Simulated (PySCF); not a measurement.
# Unknown compound

Molecular formula: C2F4. Simulated spectra:

¹³C{¹H} NMR (computed): δ 156.6 (C, m).

One conformer, no relativistic terms, one averaged value for each set of equivalent atoms, no solvent. σ from GIAO-PBE0/pcSseg-1; geometry: GFN2-xTB; couplings computed with B3LYP/pcJ-1; PySCF.

References, each an isolated molecule treated in the same way: TMS for ¹³C (σ = 186.93 ppm).

Question: What is the structure?

Answer: 
1. Rings plus π bonds: 1 (no ring in the answer).
2. 1 carbon signal for 2 carbons: some carbons are equivalent by symmetry or fast rotation.
3. Carbon types of the structure: 2 × C.
4. δC 156.6: fully substituted alkene carbon; as expected for a trigonal carbon in a double bond.

These data were computed for tetrafluoroethene.

The data come from this structure; uniqueness wasn't tested.

Common functionals overestimate the size of one-bond C–F couplings by tens of Hz; these are unscaled. Shifts are as computed. Against solution values, carbons near 30 ppm lie about +3 ppm off and those near 130 ppm about +5 ppm. Of 1211 compounds with measured shifts, 218 miss one by over three times the rms of a fit or turn the order of signals round; such compounds aren't used in these exercises.
